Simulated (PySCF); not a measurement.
methane cation (CH4), SMILES C (connectivity only; charge and spin as stated), charge +1, multiplicity 2. Atoms are numbered in the order given.

```xyz
5

C      0.0000     0.0000     0.0000
H     -0.7468    -0.7468    -0.3748
H      0.7468     0.7468    -0.3748
H     -0.7468     0.7468     0.3748
H      0.7468    -0.7468     0.3748
```
Charge +1, spin multiplicity 2.

The structure is a stationary point at B3LYP-D3(BJ)/def2-TZVPD. The multiplicity is an assumed one; other spin states were not compared.

The numbers are results of PySCF with PBE/def2-TZVPD, not measurements.

Mulliken values depend strongly on the basis, most of all with diffuse functions as here. ESP charges are fitted to the potential on shells at 1.4 to 2.0 van der Waals radii. Atomic charges (e):

```json
[
 {"atom": "C1", "ESP fit": "-0.31", "Mulliken": "-0.50", "meta-Löwdin": "-0.24", "Mulliken spin": "0.57"},
 {"atom": "H2", "ESP fit": "0.33", "Mulliken": "0.37", "meta-Löwdin": "0.31", "Mulliken spin": "0.11"},
 {"atom": "H3", "ESP fit": "0.33", "Mulliken": "0.37", "meta-Löwdin": "0.31", "Mulliken spin": "0.11"},
 {"atom": "H4", "ESP fit": "0.33", "Mulliken": "0.37", "meta-Löwdin": "0.31", "Mulliken spin": "0.11"},
 {"atom": "H5", "ESP fit": "0.33", "Mulliken": "0.37", "meta-Löwdin": "0.31", "Mulliken spin": "0.11"}
]
```
